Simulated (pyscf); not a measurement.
**Four-centre exchange: HO–SiH₂–F (SMILES O[SiH2]F) + HCl (SMILES Cl) -> HO–SiH₃ (SMILES O[SiH3]) + F–Cl (SMILES FCl)**

Gas phase, singlet surface, charge 0. Bonds broken: Si2–F7, Cl3–H8. Bonds formed: Si2–H8, Cl3–F7. PySCF, gas phase, ωB97X-D3(BJ)/def2-SVP geometries. Correlated levels are frozen-core, on RHF or UHF. ΔMP2 is the change of the MP2 total energy from the triple- to the quadruple-zeta basis.

Transition state (Å):

```xyz
8

O      0.2553    -0.5206    -1.1059
Si     0.6861     0.2575     0.2962
Cl    -1.3304     2.5285    -0.0664
H     -0.6827    -0.7303    -1.1730
H      0.6195    -0.5237     1.5577
H      2.1548     0.5299     0.1127
F     -1.2251     0.7229     0.6623
H      0.4172     1.8555     0.2166
```

One imaginary mode, 1168i cm⁻¹; descent along it reached the two sides named.

```
bond    change  reactant side (Å)  saddle  product side
------  ------  -----------------  ------  ------------
Si2–F7  breaks              1.643   2.001           3.3
Cl3–H8  breaks              1.288   1.894           3.2
Si2–H8   forms                3.0   1.622         1.495
Cl3–F7   forms                3.1   1.950         1.652
```

Electronic energies relative to the separated reactants (eV):

| level | barrier | reaction energy | reverse barrier |
|---|---|---|---|
| ωB97X-D3(BJ)/def2-TZVP | 6.52 | +4.61 | 1.91 |
| PBE/def2-TZVP | 5.49 | +4.39 | 1.10 |
| r²SCAN/def2-TZVP | 5.93 | +4.67 | 1.25 |
| B3LYP-D3(BJ)/def2-TZVP | 6.06 | +4.55 | 1.51 |
| PBE0-D3(BJ)/def2-TZVP | 6.16 | +4.60 | 1.56 |
| M06-2X/def2-TZVP | 6.66 | +4.73 | 1.93 |
| ωB97M-D3(BJ)/def2-TZVP | 6.45 | +4.63 | 1.82 |
| HF/def2-TZVP | 8.15 | +4.93 | 3.21 |
| MP2/def2-QZVPP | 6.86 | +4.96 | 1.89 |
| CCSD/def2-TZVPP | 6.94 | +4.80 | 2.14 |
| CCSD(T)/def2-TZVPP | 6.56 | +4.75 | 1.81 |
| CCSD(T)/def2-TZVPP + ΔMP2(QZVPP) | 6.55 | +4.76 | 1.79 |

With CCSD(T)/def2-TZVPP + ΔMP2(QZVPP) energies and thermal terms (ideal gas, 1 atm, RRHO with modes under 100 cm⁻¹ raised to 100, one conformer, R ln 2 for chiral ones without a mode under 150 cm⁻¹), in eV:

```
T (K)   ΔH‡   ΔG‡     ΔH     ΔG
-----  ----  ----  -----  -----
298    6.48  6.92  +4.73  +4.71
600    6.49  7.36  +4.72  +4.69
900    6.51  7.79  +4.72  +4.68
1200   6.53  8.22  +4.72  +4.66
```

The same reactants have a lower exit, to H₂O + F–SiH₂–Cl (barrier +0.63 eV at ωB97M-D3(BJ)/def2-TZVP, against +6.45 eV here). This is the saddle that the search found; another between the same sides may lie lower. A restricted solution here is unstable towards spin polarisation, so biradical character is likely and single-reference numbers are less safe. The CCSD(T) − MP2 part came from Ansatz, without density fitting, on the same reference.
